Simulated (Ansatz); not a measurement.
Take Ta in the bcc (W type) structure (space group Im-3m, No. 229; a = 3.320 Å) as the base.

Levels (all Ansatz, a quantum-chemistry and plane-wave program, PAW): PBE (420 eV, without spin-orbit coupling); r2SCAN (500 eV, no SOC).

Levels that relaxed their own cell: PBE and r2SCAN.

```tsv
level	lattice parameter a
PBE	3.320 Å
r2SCAN	3.305 Å
```

Measured: lattice parameter a 3.299 Å (static lattice; corrected from measurement; as listed in Daniel Mejia-Rodriguez, S. B. Trickey, Phys. Rev. B (2018)).

Computed minus measured — lattice parameter a: PBE +0.6 %, r2SCAN +0.2 % (closest: r2SCAN).

Stability against distortions was not tested. The final runs are not spin-polarised.
